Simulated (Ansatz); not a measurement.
# How the volume per atom of Hf (model structure, started from the beta-Sn type, I4₁/amd, No. 141, 2 atoms in the cell) moves with the method

No measured value is used here.

```json
[
 {"level (code)": "PBE (Ansatz)", "value (Å³/atom)": "(withheld)"},
 {"level (code)": "PBEsol (Ansatz)", "value (Å³/atom)": "22.21"},
 {"level (code)": "PBE-D3(BJ) (Ansatz)", "value (Å³/atom)": "22.52"}
]
```

Task: Complete the blanks.

Result: 
- PBE (Ansatz, a first-principles code), value (Å³/atom): 23.34

Density-functional levels without +SOC have no spin–orbit coupling. Ansatz's density-functional and Hartree–Fock values are scalar-relativistic unless marked +SOC, with PAW data made under PBE.

A model structure was made by putting elements into a prototype or built by hand; it is no filed structure, need not be a known phase, and can be a saddle point held by its symmetry.
